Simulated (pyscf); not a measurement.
`[F][GeH2][F]` + `[OH2]` → `[OH][GeH]([F])[F]` + `[H][H]`, a four-centre exchange (singlet surface; Ge–H, H–O broken, Ge–O, H–H formed). Structures and frequencies: ωB97X-D3(BJ)/def2-SVP in PySCF. Energies in kcal/mol from the separated reactants.

Small-basis levels: PySCF, no dispersion term, spherical d functions. AM1 to PM7: differences of heats of formation from MOPAC, which are fitted to 298 K values and so differ in kind from electronic energies by zero-point and thermal terms. GFN2-xTB: tblite. Cost: rough CPU time at the saddle relative to B3LYP/6-31G*+LANL2DZ, from one job on a shared machine.

```csv
level,barrier,reaction energy,cost
HF/6-31G*+LANL2DZ,55.1,-11.5,0.1
SVWN5/6-31G*+LANL2DZ,15.4,-16.2,0.7
BP86/6-31G*+LANL2DZ,29.3,-15.2,1
B3LYP/LANL2DZ,30.4,-12.2,0.8
B3LYP/6-31G*+LANL2DZ,34.6,-15.8,1
PBE/def2-SVP,25.8,-9.0,3
B3LYP/def2-SVP,33.3,-8.4,2
GFN2-xTB,37.2,-4.3,under 0.02
PM6,34.6,-39.3,under 0.02
ωB97M-D3(BJ)/def2-TZVP,36.9,-7.5,–
```

Against the last row the barrier runs from -21.5 (SVWN5/6-31G*+LANL2DZ) to +18.2 kcal/mol (HF/6-31G*+LANL2DZ). ωB97M-D3(BJ)/def2-TZVP has limits of its own. On the reactant side the descent ends in a complex (not fully relaxed), 7.6 kcal/mol under the separated species and 44.1 kcal/mol under the saddle at ωB97X-D3(BJ)/def2-TZVP. The same reactants have a lower exit, to HF + HO–GeH₂–F (barrier +11.6 kcal/mol at ωB97M-D3(BJ)/def2-TZVP, against +36.9 kcal/mol here). This is the saddle that the search found; another between the same sides may lie lower. In the def2 sets elements up to Kr have no core potential.
